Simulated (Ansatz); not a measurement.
## Ansatz (development build ahead of 0.2.0) run

```yaml
crystal:
  periodic: [false, false, false]
  atoms:
    - { symbol: C, position_ang: [0.01323, -0.0578, -0.709] }
    - { symbol: O, position_ang: [0.08101, -0.12167, 0.5929] }
    - { symbol: H, position_ang: [0.02318, 0.80142, 1.08794] }
    - { symbol: H, position_ang: [0.02642, -0.95783, -1.07135] }
    - { symbol: H, position_ang: [-0.34727, 0.8328, -1.26752] }
basis:
  gaussian: { orbitals: STO-3G }
magnetization:
  spin_polarized: true
  initial_magnetization: 1
hamiltonian:
  xc: hf
correlation:
  method: mp2
  frozen_orbitals: { C: 1, H: 0, O: 1 }
```

The input is written out in the form of the current development build from the run's settings.

Results

| Quantity | Value |
| --- | --- |
| Converged | yes |
| Reference energy | -112.88378 hartree |
| Correlation energy | -0.07594 hartree |
| Total energy | -112.95972 hartree |
| Spin squared of the determinant | 0.759 |
